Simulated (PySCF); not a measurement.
Species: 2-methyl-1-butene, C5H10.
Z-matrix (Å and degrees, PBE0-D3(BJ)/def2-TZVP geometry), rows numbered from 1:
```
C 
C   1  1.3294
C   2  1.4965  1  121.85
C   2  1.5018  1  121.50  3   179.74
C   4  1.5253  2  113.66  1   114.56
H   1  1.0845  2  121.56  3     0.47
H   1  1.0847  2  121.36  3  -179.48
H   3  1.0938  2  111.43  1  -120.37
H   3  1.0904  2  111.52  1     0.47
H   3  1.0954  2  110.61  1   121.19
H   4  1.0975  2  108.91  1  -123.88
H   4  1.0931  2  109.04  1    -7.84
H   5  1.0923  4  110.76  2  -179.35
H   5  1.0921  4  111.80  2    60.85
H   5  1.0924  4  110.75  2   -59.46
```

Linear response at PBE0/aug-cc-pVTZ (PySCF, frozen core in the response, non-relativistic). Geometry: PBE0-D3(BJ)/def2-TZVP, one conformer, isolated molecule.

Static isotropic polarisability: 64.89 au (9.62 Å³), principal values 53.7, 64.3, 76.7 au.

What is the polarisability at 1064 nm and at the sodium D line?

65.49 au at 1064 nm (+0.9 %), 66.91 au at 589.3 nm (+3.1 %). The rise at 589.3 nm is 3.39 times that at 1064 nm; a pure ω² law gives 3.26. The lowest singlet lies at 206 nm, shorter than both wavelengths.

What is the isotropic C6 coefficient between two such molecules, C6 = (3/π)∫α(iω)² dω?

1716 au (Eh·bohr⁶) by a ten-point quadrature over imaginary frequencies, which is 1030 eV·Å⁶ or 98.9 J·nm⁶/mol.

Which effective excitation energy ω̄ makes London's formula C6 = (3/4)α²ω̄ exact here?

ω̄ = 4·C6/(3α²) = 0.543 Eh = 14.8 eV. A one-pole form α(ω) = α/(1 − ω²/ω̄²) fitted to the 1064 nm value gives 12.2 eV.

What molar refraction at the D line follows from R = (4π/3)·N_A·α′, with α′ the polarisability volume?

α′ = 9.91 Å³ gives R = 25.01 cm³/mol, for isolated, non-vibrating species.

How anisotropic is the static polarisability, by Δα² = ½[(α1 − α2)² + (α2 − α3)² + (α3 − α1)²]?

Δα = 19.9 au, or 0.31 of the isotropic value.

The lowest 10 singlets have (eV, f): 6.03, 0.022; 6.50, 0.140; 6.59, 0.012; 6.64, 0.008; 7.09, 0.115; 7.25, 0.030; 7.26, 0.021; 7.43, 0.020; 7.54, 0.012; 7.83, 0.004. What share of the static polarisability do they carry in the sum over states α = Σ f/ω²?

6.11 au, 9.4 % of α; the largest term, 2.45 au, is that of the state at 6.50 eV. Their oscillator strengths add up to 0.38. Higher states carry the rest.

What three-body coefficient follows from the one-pole estimate C9 = (3/4)·α·C6?

83500 au. This is an estimate from the two numbers above, not a computed integral.

What n − 1 at the D line would an ideal gas of it have at 273.15 K and 1 atm (2.6868 × 10¹⁹ cm⁻³), by n − 1 = 2π·N·α′?

16.74 × 10⁻⁴, a formal value whether or not that pressure can be reached.

How many electrons N does the Slater–Kirkwood formula C6 = (3/4)·√N·α^(3/2) need to give this C6?

N = (4·C6/3)²/α³ = 19.1; the species has 40 electrons in all.

Time: 2.3 min wall, 4.7 min CPU; peak memory 2.1 GiB. Hardware: an Intel Xeon at 2.50 GHz with 2 threads, no GPU, shared host. This is the whole response run at PBE0/aug-cc-pVTZ, SCF included.
